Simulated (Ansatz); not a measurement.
Rhombohedral A7 As, treated with PBEsol (plane waves, PAW; Ansatz, an electronic-structure program).

Numerical settings: plane-wave cutoff 500 eV, 12×12×12 k mesh, Fermi–Dirac smearing 0.05 eV, scalar-relativistic PAW data made under PBE.

Computed at the level's own relaxed cell.

Problem. Give the computed equilibrium volume per atom, lattice constant a and c axis length.

Solution. 
- equilibrium volume per atom: 20.85 Å³/atom
- lattice constant a: 3.782 Å
- c axis length: 10.097 Å

Measured, for comparison: lattice constant a 3.760 Å, lattice parameter c 10.441 Å (4 K, zero-point motion not removed; as tabulated in Schiferl, Barrett, J. Appl. Cryst. 2, 30 (1969), as in the American …). Computed (rounded) less measured: lattice constant a +0.6 %, lattice parameter c -3.3 %.

Note: the cell comes from a level without a dispersion term, which matters for the spacing of layers, chains or molecules.

Computed values are for the static lattice.

The result took about 100 core-seconds (a rough figure).
